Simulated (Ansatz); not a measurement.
# CH5AlO: the cost of one run

Method: RKS LDA/def2-SVP, in Ansatz 0.2.0.

**1. The starting structure**

Bond lengths: Al1–H2 1.560 Å, Al1–C3 1.970 Å, C3–H4 1.110 Å, C3–H5 1.110 Å, C3–H6 1.110 Å, Al1–O7 1.780 Å, O7–H8 1.010 Å. Angles: H2–Al1–C3 120.0°, H2–Al1–O7 120.0°, C3–Al1–O7 120.0°, Al1–C3–H4 109.5°, Al1–C3–H5 109.5°, Al1–C3–H6 109.5°, H4–C3–H5 109.4°, H4–C3–H6 109.4°, H5–C3–H6 109.4°, Al1–O7–H8 109.5°.

Coordinates:

```xyz
8

Al    0.0000    0.0000    0.0000
H     0.0000    0.0000    1.5600
C     1.7060    0.0000   -0.9850
H     2.0356   -1.0462   -1.1552
H     1.5695    0.5080   -1.9624
H     2.4756    0.5381   -0.3932
O    -1.5415    0.0000   -0.8900
H    -2.0512   -0.8467   -0.6815
```

**2. Relaxing the start**

Input file input.yaml:

```yaml
crystal:
  periodic: [false, false, false]
  atoms:
    - { symbol: Al, position_ang: [0.0, 0.0, 0.0] }
    - { symbol: H, position_ang: [0.0, 0.0, 1.56] }
    - { symbol: C, position_ang: [1.706, 0.0, -0.985] }
    - { symbol: H, position_ang: [2.0356, -1.0462, -1.1552] }
    - { symbol: H, position_ang: [1.5695, 0.508, -1.9624] }
    - { symbol: H, position_ang: [2.4756, 0.5381, -0.3932] }
    - { symbol: O, position_ang: [-1.5415, 0.0, -0.89] }
    - { symbol: H, position_ang: [-2.0512, -0.8467, -0.6815] }
basis:
  gaussian: { orbitals: def2-SVP }
hamiltonian:
  xc: lda
relax:
  f_tol: 0.02
  max_steps: 40
```

Launch:

```
> ansatz run input.yaml --threads 1 --pin off --max-ram 2048MiB --backend cpu --events-out ev --progress --plain --runs-dir out
```

Q: Estimate wall time and peak memory on 1 thread of Arm Neoverse V2, shared host.

About 23 s, with a peak of 0.13 GiB.
